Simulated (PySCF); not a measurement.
# PH3: NMR shieldings

Wanted: NMR shieldings for PH3 (`P`).

Computed with PySCF 2.14.0 and routines of our own; the level stands in each step. Atoms count from 0.

## 1. The system as given

4 atoms, charge 0, multiplicity 1; geometry from: GFN2-xTB.

## 2. Relaxing the molecule at PBE0-D3(BJ)/def2-SVP

The job: settings as JSON, then the geometry in Å.

```
{"job": {"xc": "PBE0", "basis": "def2-SVP", "d3": "d3bj", "grid": 1, "maxiter": 30, "shake": 0.01, "kind": "geom"}, "charge": 0, "multiplicity": 1}
P      0.018930    -0.022090     0.574560
H     -0.564340     1.004100    -0.207800
H      1.138140    -0.018640    -0.198210
H     -0.554740    -0.988730    -0.201560
```

Launch:

```bash
$ OMP_NUM_THREADS=1 python heavy_run.py task.json out
```

This one command runs all jobs of the session in turn.

Output:

```text
step   0  E = -342.89322127  max force = 0.032281
step   1  E = -342.89699145  max force = 0.010609
step   2  E = -342.89728145  max force = 0.002207
step   3  E = -342.89729377  max force = 0.000078
optimisation converged
```

It took 2 s on 1 thread of AMD EPYC 7R43, shared host; peak memory 0.25 GiB.

Step by step:

```tsv
step	energy from step 0 (eV)	largest force component (eV/Å)
0	0.0000	1.6600
1	-0.1026	0.5455
2	-0.1105	0.1135
3	-0.1108	0.0040
```

Close pairs (by a distance rule), those that changed most:

```tsv
bond	before (Å)	after (Å)	change (Å)
P0–H2	1.360	1.429	+0.069
P0–H3	1.366	1.429	+0.063
P0–H1	1.416	1.429	+0.013
```

The next job starts from the end point, and lists it.

```tsv
at the end point	value
point group (found at 0.08 Å tolerance)	C3v
rotational constants (GHz, main isotopes)	131.5, 131.4, 116.8
dipole moment (D)	0.91
```

## 3. NMR shieldings: PBE/x2c-SVPall-2c P:us-x2c-SVPall-2c, spin–orbit

The job: settings as JSON, then the geometry in Å.

```
{"job": {"xc": "PBE", "basis": {"default": "x2c-SVPall-2c", "P": "us-x2c-SVPall-2c"}, "rel": "so", "kind": "hnmr"}, "charge": 0, "multiplicity": 1}
P      0.025625    -0.040972     0.476315
H     -0.599026     1.021135    -0.247237
H      1.199332    -0.004223    -0.337419
H     -0.589586    -1.049474    -0.327167
```

With the program's defaults for keys left out, this is: PBE/x2c-SVPall-2c P:us-x2c-SVPall-2c GIAO NMR shielding, X2C with spin-orbit coupling, screened-nuclear two-electron part, Gaussian nuclei, gas phase.

Output:

```text
spin-free SCF
coarse grid: 3488 points
cycle   1  E = -343.6420414794  dE = -1.614e-01  |g| = 1.169e-01  |ddm| = 1.512e+00
cycle   2  E = -343.6427418474  dE = -7.004e-04  |g| = 1.126e-01  |ddm| = 5.386e-01
cycle   3  E = -343.6470053262  dE = -4.263e-03  |g| = 2.573e-02  |ddm| = 2.454e-01
cycle   4  E = -343.6470976124  dE = -9.229e-05  |g| = 2.427e-03  |ddm| = 2.076e-02
cycle   5  E = -343.6470995247  dE = -1.912e-06  |g| = 7.279e-04  |ddm| = 3.714e-03
final grid: 28048 points
cycle   6  E = -343.7010982216  dE = -8.758e-05  |g| = 7.581e-03  |ddm| = 1.397e-02
cycle   7  E = -343.7010983948  dE = -1.732e-07  |g| = 4.467e-03  |ddm| = 9.189e-03
cycle   8  E = -343.7011006313  dE = -2.236e-06  |g| = 1.144e-03  |ddm| = 6.517e-03
cycle   9  E = -343.7011009793  dE = -3.480e-07  |g| = 2.629e-04  |ddm| = 2.220e-03
cycle  10  E = -343.7011010064  dE = -2.713e-08  |g| = 2.494e-05  |ddm| = 4.161e-04
cycle  11  E = -343.7011010066  dE = -2.181e-10  |g| = 9.853e-07  |ddm| = 3.683e-05
converged SCF energy = -343.7011010066
two-component SCF
cycle   1  E = -343.7009130991  dE = -3.437e+02  |FDS-SDF| = 6.546e-02
cycle   2  E = -343.7011449543  dE = -2.319e-04  |FDS-SDF| = 4.792e-05
cycle   3  E = -343.7011449543  dE = -5.923e-11  |FDS-SDF| = 2.405e-05
converged, E = -343.7011449543

Field gradients (au) and densities at the nuclei (bohr^-3)
atom        Vxx        Vyy        Vzz        centre      nuclear mean
  0 P      0.5847     0.5853    -1.1701       2055.442       2055.423
  1 H     -0.0823    -0.0953     0.1776          0.341          0.341
  2 H     -0.0824    -0.0954     0.1778          0.341          0.341
  3 H     -0.0824    -0.0954     0.1778          0.341          0.341

Core orbital energies (eV)
atom   shell        mean    spread
  0 P  1s        -2080.661   0.000
  0 P  2s         -172.177   0.000
  0 P  3s          -15.941   0.000
  0 P  2p1/2      -123.299   0.000
  0 P  2p3/2      -122.422   0.089

Shielding tensors (ppm)
atom      isotropic    diamagn.    paramagn.     s11        s22        s33       span
  0 P       574.46      952.27     -377.81     535.53     593.88     593.97      58.44
  1 H        29.65       29.10        0.55      25.56      26.97      36.41      10.85
  2 H        29.65       29.09        0.56      25.56      26.97      36.41      10.85
  3 H        29.65       29.09        0.56      25.56      26.97      36.41      10.85
```

It took 2.1 s on 1 thread of AMD EPYC 7R43, shared host; peak memory 0.32 GiB.

From this job:

```tsv
quantity	value
energy from spin-orbit coupling	0.0000 Eh
```

## 4. NMR shieldings: PBE/x2c-SVPall-2c P:us-x2c-SVPall-2c, spin-free

The job: settings as JSON, then the geometry in Å.

```
{"job": {"xc": "PBE", "basis": {"default": "x2c-SVPall-2c", "P": "us-x2c-SVPall-2c"}, "rel": "sf", "kind": "hnmr"}, "charge": 0, "multiplicity": 1}
P      0.025625    -0.040972     0.476315
H     -0.599026     1.021135    -0.247237
H      1.199332    -0.004223    -0.337419
H     -0.589586    -1.049474    -0.327167
```

Level: PBE/x2c-SVPall-2c P:us-x2c-SVPall-2c GIAO NMR shielding, spin-free X2C, Gaussian nuclei, gas phase.

Output:

```text
spin-free SCF
coarse grid: 3488 points
cycle   1  E = -343.6420414794  dE = -1.614e-01  |g| = 1.169e-01  |ddm| = 1.512e+00
cycle   2  E = -343.6427418474  dE = -7.004e-04  |g| = 1.126e-01  |ddm| = 5.386e-01
cycle   3  E = -343.6470053262  dE = -4.263e-03  |g| = 2.573e-02  |ddm| = 2.454e-01
cycle   4  E = -343.6470976124  dE = -9.229e-05  |g| = 2.427e-03  |ddm| = 2.076e-02
cycle   5  E = -343.6470995247  dE = -1.912e-06  |g| = 7.279e-04  |ddm| = 3.714e-03
final grid: 28048 points
cycle   6  E = -343.7010982216  dE = -8.758e-05  |g| = 7.581e-03  |ddm| = 1.397e-02
cycle   7  E = -343.7010983948  dE = -1.732e-07  |g| = 4.467e-03  |ddm| = 9.189e-03
cycle   8  E = -343.7011006313  dE = -2.236e-06  |g| = 1.144e-03  |ddm| = 6.517e-03
cycle   9  E = -343.7011009793  dE = -3.480e-07  |g| = 2.629e-04  |ddm| = 2.220e-03
cycle  10  E = -343.7011010064  dE = -2.713e-08  |g| = 2.494e-05  |ddm| = 4.161e-04
cycle  11  E = -343.7011010066  dE = -2.181e-10  |g| = 9.853e-07  |ddm| = 3.683e-05
converged SCF energy = -343.7011010066
check of the scalar solution
cycle   1  E = -343.7011010066  dE = -3.437e+02  |FDS-SDF| = 9.853e-07
cycle   2  E = -343.7011010066  dE =  2.842e-13  |FDS-SDF| = 1.018e-06
converged, E = -343.7011010066

Field gradients (au) and densities at the nuclei (bohr^-3)
atom        Vxx        Vyy        Vzz        centre      nuclear mean
  0 P      0.5847     0.5853    -1.1701       2055.444       2055.424
  1 H     -0.0823    -0.0953     0.1776          0.341          0.341
  2 H     -0.0824    -0.0954     0.1778          0.341          0.341
  3 H     -0.0824    -0.0954     0.1778          0.341          0.341

Core orbital energies (eV)
atom   shell        mean    spread
  0 P  1s        -2080.661   0.000
  0 P  2s         -172.177   0.000
  0 P  3s          -15.941   0.000
  0 P  2p         -122.714   0.127

Shielding tensors (ppm)
atom      isotropic    diamagn.    paramagn.     s11        s22        s33       span
  0 P       557.55      965.03     -407.49     516.81     577.87     577.95      61.14
  1 H        29.44       29.11        0.33      25.40      26.49      36.43      11.03
  2 H        29.44       29.10        0.34      25.40      26.49      36.43      11.03
  3 H        29.44       29.10        0.34      25.40      26.49      36.43      11.03
```

Wall time 1.1 s (1 thread of AMD EPYC 7R43, shared host); peak memory 0.32 GiB.

## 5. NMR shieldings: PBE/x2c-SVPall-2c P:us-x2c-SVPall-2c in water, spin–orbit

The job: settings as JSON, then the geometry in Å.

```
{"job": {"xc": "PBE", "basis": {"default": "x2c-SVPall-2c", "P": "us-x2c-SVPall-2c"}, "rel": "so", "solvent": "water", "kind": "hnmr"}, "charge": 0, "multiplicity": 1}
P      0.025625    -0.040972     0.476315
H     -0.599026     1.021135    -0.247237
H      1.199332    -0.004223    -0.337419
H     -0.589586    -1.049474    -0.327167
```

Level: PBE/x2c-SVPall-2c P:us-x2c-SVPall-2c GIAO NMR shielding, X2C with spin-orbit coupling, screened-nuclear two-electron part, Gaussian nuclei, IEF-PCM water.

Output:

```text
spin-free SCF
coarse grid: 3488 points
cycle   1  E = -343.6442926072  dE = -1.633e-01  |g| = 1.127e-01  |ddm| = 1.511e+00
cycle   2  E = -343.6457701262  dE = -1.478e-03  |g| = 9.567e-02  |ddm| = 4.822e-01
cycle   3  E = -343.6487375790  dE = -2.967e-03  |g| = 2.360e-02  |ddm| = 2.075e-01
cycle   4  E = -343.6488016767  dE = -6.410e-05  |g| = 1.443e-03  |ddm| = 1.818e-02
cycle   5  E = -343.6488022450  dE = -5.683e-07  |g| = 3.969e-04  |ddm| = 2.338e-03
final grid: 28048 points
cycle   6  E = -343.7027899818  dE = -8.707e-05  |g| = 7.638e-03  |ddm| = 1.374e-02
cycle   7  E = -343.7027900879  dE = -1.061e-07  |g| = 4.675e-03  |ddm| = 9.605e-03
cycle   8  E = -343.7027927630  dE = -2.675e-06  |g| = 1.014e-03  |ddm| = 6.601e-03
cycle   9  E = -343.7027930191  dE = -2.560e-07  |g| = 1.645e-04  |ddm| = 1.894e-03
cycle  10  E = -343.7027930290  dE = -9.931e-09  |g| = 7.609e-06  |ddm| = 3.048e-04
converged SCF energy = -343.7027930290
two-component SCF
cycle   1  E = -343.7026050720  dE = -3.437e+02  |FDS-SDF| = 6.546e-02
cycle   2  E = -343.7028368911  dE = -2.318e-04  |FDS-SDF| = 4.771e-05
cycle   3  E = -343.7028368911  dE = -6.736e-11  |FDS-SDF| = 2.344e-05
converged, E = -343.7028368911

Field gradients (au) and densities at the nuclei (bohr^-3)
atom        Vxx        Vyy        Vzz        centre      nuclear mean
  0 P      0.5706     0.5716    -1.1422       2055.346       2055.327
  1 H     -0.0818    -0.0947     0.1765          0.339          0.339
  2 H     -0.0819    -0.0948     0.1767          0.339          0.339
  3 H     -0.0819    -0.0948     0.1767          0.339          0.339

Core orbital energies (eV)
atom   shell        mean    spread
  0 P  1s        -2080.501   0.000
  0 P  2s         -172.023   0.000
  0 P  3s          -15.754   0.000
  0 P  2p1/2      -123.144   0.000
  0 P  2p3/2      -122.267   0.086

Shielding tensors (ppm)
atom      isotropic    diamagn.    paramagn.     s11        s22        s33       span
  0 P       578.15      952.69     -374.54     535.53     599.41     599.51      63.98
  1 H        29.47       29.04        0.43      25.33      26.67      36.41      11.08
  2 H        29.47       29.03        0.44      25.34      26.67      36.42      11.08
  3 H        29.47       29.03        0.45      25.34      26.67      36.42      11.08
```

Run time: 1.7 s. Hardware: 1 thread of AMD EPYC 7R43, shared host; peak memory 0.32 GiB.

From this job:

```tsv
quantity	value
energy from spin-orbit coupling	0.0000 Eh
```

## 6. NMR shieldings: PBE/x2c-SVPall-2c P:us-x2c-SVPall-2c in water, spin-free

The job: settings as JSON, then the geometry in Å.

```
{"job": {"xc": "PBE", "basis": {"default": "x2c-SVPall-2c", "P": "us-x2c-SVPall-2c"}, "rel": "sf", "solvent": "water", "kind": "hnmr"}, "charge": 0, "multiplicity": 1}
P      0.025625    -0.040972     0.476315
H     -0.599026     1.021135    -0.247237
H      1.199332    -0.004223    -0.337419
H     -0.589586    -1.049474    -0.327167
```

Level: PBE/x2c-SVPall-2c P:us-x2c-SVPall-2c GIAO NMR shielding, spin-free X2C, Gaussian nuclei, IEF-PCM water.

Output:

```text
spin-free SCF
coarse grid: 3488 points
cycle   1  E = -343.6442926072  dE = -1.633e-01  |g| = 1.127e-01  |ddm| = 1.511e+00
cycle   2  E = -343.6457701262  dE = -1.478e-03  |g| = 9.567e-02  |ddm| = 4.822e-01
cycle   3  E = -343.6487375790  dE = -2.967e-03  |g| = 2.360e-02  |ddm| = 2.075e-01
cycle   4  E = -343.6488016767  dE = -6.410e-05  |g| = 1.443e-03  |ddm| = 1.818e-02
cycle   5  E = -343.6488022450  dE = -5.683e-07  |g| = 3.969e-04  |ddm| = 2.338e-03
final grid: 28048 points
cycle   6  E = -343.7027899818  dE = -8.707e-05  |g| = 7.638e-03  |ddm| = 1.374e-02
cycle   7  E = -343.7027900879  dE = -1.061e-07  |g| = 4.675e-03  |ddm| = 9.605e-03
cycle   8  E = -343.7027927630  dE = -2.675e-06  |g| = 1.014e-03  |ddm| = 6.601e-03
cycle   9  E = -343.7027930191  dE = -2.560e-07  |g| = 1.645e-04  |ddm| = 1.894e-03
cycle  10  E = -343.7027930290  dE = -9.931e-09  |g| = 7.609e-06  |ddm| = 3.048e-04
converged SCF energy = -343.7027930290
check of the scalar solution
cycle   1  E = -343.7027930290  dE = -3.437e+02  |FDS-SDF| = 7.609e-06
cycle   2  E = -343.7027930290  dE = -1.222e-11  |FDS-SDF| = 4.812e-06
converged, E = -343.7027930290

Field gradients (au) and densities at the nuclei (bohr^-3)
atom        Vxx        Vyy        Vzz        centre      nuclear mean
  0 P      0.5706     0.5716    -1.1422       2055.348       2055.328
  1 H     -0.0818    -0.0947     0.1765          0.339          0.339
  2 H     -0.0819    -0.0948     0.1767          0.339          0.339
  3 H     -0.0819    -0.0948     0.1767          0.339          0.339

Core orbital energies (eV)
atom   shell        mean    spread
  0 P  1s        -2080.500   0.000
  0 P  2s         -172.023   0.000
  0 P  3s          -15.754   0.000
  0 P  2p         -122.559   0.124

Shielding tensors (ppm)
atom      isotropic    diamagn.    paramagn.     s11        s22        s33       span
  0 P       561.25      965.45     -404.20     516.94     583.35     583.45      66.50
  1 H        29.26       29.06        0.21      25.17      26.19      36.43      11.26
  2 H        29.26       29.04        0.22      25.17      26.19      36.43      11.27
  3 H        29.26       29.04        0.22      25.17      26.19      36.43      11.27
```

Wall time 1.1 s (1 thread of AMD EPYC 7R43, shared host); peak memory 0.32 GiB.

## 7. NMR shieldings: PBE/x2c-SVPall-2c P:us-x2c-SVPall-2c in dichloromethane, spin–orbit

The job: settings as JSON, then the geometry in Å.

```
{"job": {"xc": "PBE", "basis": {"default": "x2c-SVPall-2c", "P": "us-x2c-SVPall-2c"}, "rel": "so", "solvent": "dichloromethane", "kind": "hnmr"}, "charge": 0, "multiplicity": 1}
P      0.025625    -0.040972     0.476315
H     -0.599026     1.021135    -0.247237
H      1.199332    -0.004223    -0.337419
H     -0.589586    -1.049474    -0.327167
```

With the program's defaults for keys left out, this is: PBE/x2c-SVPall-2c P:us-x2c-SVPall-2c GIAO NMR shielding, X2C with spin-orbit coupling, screened-nuclear two-electron part, Gaussian nuclei, IEF-PCM dichloromethane.

Output:

```text
spin-free SCF
coarse grid: 3488 points
cycle   1  E = -343.6439701350  dE = -1.630e-01  |g| = 1.131e-01  |ddm| = 1.511e+00
cycle   2  E = -343.6453650072  dE = -1.395e-03  |g| = 9.754e-02  |ddm| = 4.885e-01
cycle   3  E = -343.6484591644  dE = -3.094e-03  |g| = 2.376e-02  |ddm| = 2.119e-01
cycle   4  E = -343.6485250083  dE = -6.584e-05  |g| = 1.527e-03  |ddm| = 1.823e-02
cycle   5  E = -343.6485256656  dE = -6.573e-07  |g| = 4.327e-04  |ddm| = 2.495e-03
final grid: 28048 points
cycle   6  E = -343.7025151994  dE = -8.713e-05  |g| = 7.630e-03  |ddm| = 1.377e-02
cycle   7  E = -343.7025152826  dE = -8.315e-08  |g| = 4.661e-03  |ddm| = 9.585e-03
cycle   8  E = -343.7025179332  dE = -2.651e-06  |g| = 1.035e-03  |ddm| = 6.625e-03
cycle   9  E = -343.7025182036  dE = -2.705e-07  |g| = 1.735e-04  |ddm| = 1.942e-03
cycle  10  E = -343.7025182148  dE = -1.121e-08  |g| = 9.527e-06  |ddm| = 3.155e-04
cycle  11  E = -343.7025182149  dE = -3.359e-11  |g| = 9.993e-07  |ddm| = 1.236e-05
converged SCF energy = -343.7025182149
two-component SCF
cycle   1  E = -343.7023302662  dE = -3.437e+02  |FDS-SDF| = 6.546e-02
cycle   2  E = -343.7025620913  dE = -2.318e-04  |FDS-SDF| = 4.793e-05
cycle   3  E = -343.7025620913  dE = -6.213e-11  |FDS-SDF| = 2.384e-05
converged, E = -343.7025620913

Field gradients (au) and densities at the nuclei (bohr^-3)
atom        Vxx        Vyy        Vzz        centre      nuclear mean
  0 P      0.5731     0.5740    -1.1471       2055.362       2055.343
  1 H     -0.0819    -0.0948     0.1767          0.339          0.339
  2 H     -0.0820    -0.0949     0.1769          0.339          0.339
  3 H     -0.0820    -0.0949     0.1769          0.339          0.339

Core orbital energies (eV)
atom   shell        mean    spread
  0 P  1s        -2080.517   0.000
  0 P  2s         -172.038   0.000
  0 P  3s          -15.774   0.000
  0 P  2p1/2      -123.159   0.000
  0 P  2p3/2      -122.282   0.087

Shielding tensors (ppm)
atom      isotropic    diamagn.    paramagn.     s11        s22        s33       span
  0 P       577.55      952.62     -375.07     535.53     598.51     598.60      63.07
  1 H        29.50       29.05        0.45      25.37      26.72      36.41      11.04
  2 H        29.50       29.04        0.46      25.37      26.72      36.42      11.04
  3 H        29.50       29.04        0.47      25.37      26.72      36.42      11.04
```

It took 1.7 s on 1 thread of AMD EPYC 7R43, shared host; peak memory 0.32 GiB.

Key values:

```tsv
quantity	value
energy from spin-orbit coupling	0.0000 Eh
```

## 8. NMR shieldings: PBE/x2c-SVPall-2c P:us-x2c-SVPall-2c in dichloromethane, spin-free

The job: settings as JSON, then the geometry in Å.

```
{"job": {"xc": "PBE", "basis": {"default": "x2c-SVPall-2c", "P": "us-x2c-SVPall-2c"}, "rel": "sf", "solvent": "dichloromethane", "kind": "hnmr"}, "charge": 0, "multiplicity": 1}
P      0.025625    -0.040972     0.476315
H     -0.599026     1.021135    -0.247237
H      1.199332    -0.004223    -0.337419
H     -0.589586    -1.049474    -0.327167
```

Method: PBE/x2c-SVPall-2c P:us-x2c-SVPall-2c GIAO NMR shielding, spin-free X2C, Gaussian nuclei, IEF-PCM dichloromethane.

Output:

```text
spin-free SCF
coarse grid: 3488 points
cycle   1  E = -343.6439701350  dE = -1.630e-01  |g| = 1.131e-01  |ddm| = 1.511e+00
cycle   2  E = -343.6453650072  dE = -1.395e-03  |g| = 9.754e-02  |ddm| = 4.885e-01
cycle   3  E = -343.6484591644  dE = -3.094e-03  |g| = 2.376e-02  |ddm| = 2.119e-01
cycle   4  E = -343.6485250083  dE = -6.584e-05  |g| = 1.527e-03  |ddm| = 1.823e-02
cycle   5  E = -343.6485256656  dE = -6.573e-07  |g| = 4.327e-04  |ddm| = 2.495e-03
final grid: 28048 points
cycle   6  E = -343.7025151994  dE = -8.713e-05  |g| = 7.630e-03  |ddm| = 1.377e-02
cycle   7  E = -343.7025152826  dE = -8.315e-08  |g| = 4.661e-03  |ddm| = 9.585e-03
cycle   8  E = -343.7025179332  dE = -2.651e-06  |g| = 1.035e-03  |ddm| = 6.625e-03
cycle   9  E = -343.7025182036  dE = -2.705e-07  |g| = 1.735e-04  |ddm| = 1.942e-03
cycle  10  E = -343.7025182148  dE = -1.121e-08  |g| = 9.527e-06  |ddm| = 3.155e-04
cycle  11  E = -343.7025182149  dE = -3.359e-11  |g| = 9.993e-07  |ddm| = 1.236e-05
converged SCF energy = -343.7025182149
check of the scalar solution
cycle   1  E = -343.7025182149  dE = -3.437e+02  |FDS-SDF| = 9.993e-07
cycle   2  E = -343.7025182149  dE =  0.000e+00  |FDS-SDF| = 7.625e-07
converged, E = -343.7025182149

Field gradients (au) and densities at the nuclei (bohr^-3)
atom        Vxx        Vyy        Vzz        centre      nuclear mean
  0 P      0.5731     0.5740    -1.1471       2055.364       2055.344
  1 H     -0.0819    -0.0948     0.1767          0.339          0.339
  2 H     -0.0820    -0.0949     0.1769          0.339          0.339
  3 H     -0.0820    -0.0949     0.1769          0.339          0.339

Core orbital energies (eV)
atom   shell        mean    spread
  0 P  1s        -2080.516   0.000
  0 P  2s         -172.038   0.000
  0 P  3s          -15.774   0.000
  0 P  2p         -122.574   0.124

Shielding tensors (ppm)
atom      isotropic    diamagn.    paramagn.     s11        s22        s33       span
  0 P       560.64      965.38     -404.73     516.92     582.46     582.55      65.63
  1 H        29.29       29.07        0.23      25.21      26.24      36.43      11.22
  2 H        29.29       29.05        0.24      25.21      26.24      36.43      11.23
  3 H        29.29       29.05        0.24      25.21      26.24      36.43      11.23
```

Wall time 1.1 s (1 thread of AMD EPYC 7R43, shared host); peak memory 0.32 GiB.

## 9. Shieldings side by side

```tsv
run	P0	H2	H3	H1	time
step 3, PBE/x2c-SVPall-2c P:us-x2c-SVPall-2c, spin–orbit	574.5	29.6	29.6	29.6	2.1 s
step 4, PBE/x2c-SVPall-2c P:us-x2c-SVPall-2c, spin-free	557.5	29.4	29.4	29.4	1.1 s
step 5, PBE/x2c-SVPall-2c P:us-x2c-SVPall-2c in water, spin–orbit	578.1	29.5	29.5	29.5	1.7 s
step 6, PBE/x2c-SVPall-2c P:us-x2c-SVPall-2c in water, spin-free	561.2	29.3	29.3	29.3	1.1 s
step 7, PBE/x2c-SVPall-2c P:us-x2c-SVPall-2c in dichloromethane, spin–orbit	577.5	29.5	29.5	29.5	1.7 s
step 8, PBE/x2c-SVPall-2c P:us-x2c-SVPall-2c in dichloromethane, spin-free	560.6	29.3	29.3	29.3	1.1 s
```

## 10. What came out

| quantity | value |
| --- | --- |
| point group | C3v |
| rotational constants (main isotopes) | 131.47, 131.45, 116.80 GHz |
| energy from spin-orbit coupling (step 3, PBE/x2c-SVPall-2c P:us-x2c-SVPall-2c, spin–orbit) | 0.0000 Eh |
| shieldings (step 3, PBE/x2c-SVPall-2c P:us-x2c-SVPall-2c, spin–orbit) | P0 574.5, H1 29.6, H2 29.6, H3 29.6 ppm |
| shieldings (step 4, PBE/x2c-SVPall-2c P:us-x2c-SVPall-2c, spin-free) | P0 557.5, H1 29.4, H2 29.4, H3 29.4 ppm |
| energy from spin-orbit coupling (step 5, PBE/x2c-SVPall-2c P:us-x2c-SVPall-2c in water, spin–orbit) | 0.0000 Eh |
| shieldings (step 5, PBE/x2c-SVPall-2c P:us-x2c-SVPall-2c in water, spin–orbit) | P0 578.1, H1 29.5, H2 29.5, H3 29.5 ppm |
| shieldings (step 6, PBE/x2c-SVPall-2c P:us-x2c-SVPall-2c in water, spin-free) | P0 561.2, H1 29.3, H2 29.3, H3 29.3 ppm |
| energy from spin-orbit coupling (step 7, PBE/x2c-SVPall-2c P:us-x2c-SVPall-2c in dichloromethane, spin–orbit) | 0.0000 Eh |
| shieldings (step 7, PBE/x2c-SVPall-2c P:us-x2c-SVPall-2c in dichloromethane, spin–orbit) | P0 577.5, H1 29.5, H2 29.5, H3 29.5 ppm |
| shieldings (step 8, PBE/x2c-SVPall-2c P:us-x2c-SVPall-2c in dichloromethane, spin-free) | P0 560.6, H1 29.3, H2 29.3, H3 29.3 ppm |

**Reading.** Relaxing lowered the energy by 0.111 eV in 3 steps; the close pair that moved most is P0–H2, from 1.360 to 1.429 Å. In step 3, P0 has the widest tensor, 58 ppm. P0 moves most between the runs, by 21 ppm; the labels say what changes from run to run.
